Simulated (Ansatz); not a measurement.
A calculation with Ansatz (development build ahead of 0.2.0).

```yaml
crystal:
  periodic: [false, false, false]
  atoms:
    - { symbol: Si, position_ang: [0.0, 0.0, 0.0] }
    - { symbol: H, position_ang: [0.0, 0.0, 3.04] }
basis:
  gaussian: { orbitals: def2-SVP }
magnetization:
  spin_polarized: true
  initial_magnetization: 1
hamiltonian:
  xc: hf
scf:
  omitted_lower_state_checks: [stability, starts, atomic_configurations, cluster_reference, orbital_swaps, given_window_search, neighbouring_geometries, increment]
output:
  forces: true
```

The input is written out in the form of the current development build from the run's settings.

Output:

* Converged: yes
* Total energy: -289.25501 hartree
* Spin squared of the determinant: 1.676

Forces (eV/Å):
```
atom     Fx     Fy      Fz
 Si1  0.000  0.000   0.179
  H2  0.000  0.000  -0.179
```

Caution: the unrestricted determinant is a mixture of spin states.
